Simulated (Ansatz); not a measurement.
# Polycrystal shear modulus of antifluorite Mg2Ge at several levels of theory

No measured value is used here.

| level (code) | value (GPa) | cell (Å³/atom) |
|---|---|---|
| LDA (Ansatz) | 47.5 | 20.70 |
| PBE (Ansatz) | ___ | 22.07 |
| PBEsol (Ansatz) | 44.6 | 21.48 |
| HSE06 (Ansatz) | 47.6 | 21.66 |

Question: Complete the blanks.

Answer: 
- PBE (Ansatz, a quantum-chemistry and plane-wave program), value (GPa): 42.4

Each level is taken at its own relaxed cell. K meshes differ between the levels. Ansatz's density-functional and Hartree–Fock values are scalar-relativistic unless marked +SOC, with PAW data made under PBE.
